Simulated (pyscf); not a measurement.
ethyl (•H₂C–CH₃) + silane (SiH₄) → ethane (H₃C–CH₃) + silyl (SiH₃•) (hydrogen abstraction; doublet surface; H–Si broken, C–H formed). PySCF, gas phase, ωB97X-D3(BJ)/def2-SVP geometries. Energies in kcal/mol from the separated reactants.

```json
[
 {"level": "PBE/def2-TZVP", "barrier": "3.0", "reaction energy": "-13.7"},
 {"level": "B3LYP-D3(BJ)/def2-TZVP", "barrier": "…", "reaction energy": "…"},
 {"level": "PBE0-D3(BJ)/def2-TZVP", "barrier": "4.8", "reaction energy": "-13.0"},
 {"level": "M06-2X/def2-TZVP", "barrier": "…", "reaction energy": "-14.1"},
 {"level": "ωB97M-D3(BJ)/def2-TZVP", "barrier": "8.7", "reaction energy": "-11.3"},
 {"level": "HF/def2-TZVP", "barrier": "21.9", "reaction energy": "-6.5"}
]
```

Task: Some entries are withheld; supply them.

Result: 
- B3LYP-D3(BJ)/def2-TZVP, barrier: 6.0
- B3LYP-D3(BJ)/def2-TZVP, reaction energy: -11.2
- M06-2X/def2-TZVP, barrier: 8.5

The functionals in the table span 5.6 kcal/mol in this barrier, from PBE to ωB97M-D3(BJ)/def2-TZVP. This is the saddle that the search found; another between the same sides may lie lower. The angle at the transferred H is 174°.
